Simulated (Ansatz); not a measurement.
Geometry optimisation, UKS PBE0/def2-SVP (Ansatz 0.2.0).

Input file:

```yaml
crystal:
  periodic: [false, false, false]
  atoms:
    - { symbol: Si, position_ang: [-1.2049, 0.9073, -0.7679] }
    - { symbol: S, position_ang: [-0.2684, -0.9299, -1.0364] }
    - { symbol: Si, position_ang: [0.7643, -0.8234, 0.8007] }
    - { symbol: H, position_ang: [-2.1335, 1.1418, -1.9043] }
    - { symbol: H, position_ang: [-0.2354, 2.0236, -0.8661] }
    - { symbol: H, position_ang: [1.5657, -2.0626, 1.0018] }
    - { symbol: H, position_ang: [-0.154, -0.667, 1.925] }
    - { symbol: H, position_ang: [1.7583, 0.353, 0.7914] }
magnetization:
  spin_polarized: true
  initial_magnetization: 1
basis:
  gaussian: { orbitals: def2-SVP }
hamiltonian:
  xc: pbe0
relax:
  f_tol: 0.02
  max_steps: 50
```

Command:

```bash
$ ansatz run input.yaml --threads 2 --pin off --max-ram 3072MiB --backend cpu --events-out ev --progress --plain --runs-dir out
```

Task: Where does it end, and by what steps?

Result: It converged. The force dipped under the threshold on the way, but the program's further checks kept it going. After 7 steps the energy has fallen by 0.154 eV; H4 moved furthest, 0.23 Å.

| step | energy less start (eV) | largest force component (eV/Å) | accepted |
| --- | --- | --- | --- |
| 0 | 0.0000 | 1.524 | yes |
| 1 | -0.1329 | 0.209 | yes |
| 2 | -0.1456 | 0.112 | yes |
| 3 | -0.1484 | 0.076 | yes |
| 4 | -0.1529 | 0.053 | yes |
| 5 | -0.1539 | 0.033 | yes |
| 6 | -0.1540 | 0.016 | yes |
| 7 | -0.1542 | 0.008 | yes |

```xyz
8
Properties=species:S:1:pos:R:3
Si -1.298 1.004 -0.871
S -0.386 -0.939 -0.918
Si 0.822 -0.836 0.866
H -2.096 1.117 -2.130
H -0.270 2.095 -0.797
H 1.590 -2.111 0.903
H -0.027 -0.714 2.086
H 1.758 0.327 0.805
```

Run time: 20 s on 2 threads of AMD EPYC 7B13 (Zen 3), on a shared host, peak memory 0.24 GiB.
